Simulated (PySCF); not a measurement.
Molecule: trans-CHF=CHCOOH (SMILES O=C(O)/C=C/F).

Atom-mapped SMILES (the numbers label the heavy atoms): `[O:1]=[C:2]([OH:3])/[CH:4]=[CH:5]/[F:6]`. Each H is labelled by its parent atom.

Geometry PBE0-D3(BJ)/def2-SVP throughout; GIAO in PySCF, gas phase, one conformer, non-relativistic; equivalent atoms averaged; functional PBE0.

For orientation, IGLO-III gives these shifts δ (against H2O, TMS, CFCl3 at the same level): O1 380.7, O3 209.5, C5 180.2, C2 172.4, C4 110.4, F6 -99.4, H(C5) 8.04, H(C4) 5.89, H(O3) 5.54 ppm.

A run gave: O1 366.4, O3 197.6, C5 166.8, C2 160.2, C4 103.4, F6 -81.9, H(C5) 7.63, H(C4) 5.43, H(O3) 4.73 ppm (shifts δ (against H2O, TMS, CFCl3 at the same level)).

Question: Which basis set was used in that run?
A. cc-pVDZ
B. cc-pVTZ
C. aug-cc-pVDZ
D. 6-31G*
E. 6-311+G(2d,p)

Answer: A. C2 tells them apart best: cc-pVDZ gives 160.2, 6-31G* gives 154.3, 6-311+G(2d,p) gives 167.8, aug-cc-pVDZ gives 163.6, cc-pVTZ gives 168.1 ppm.
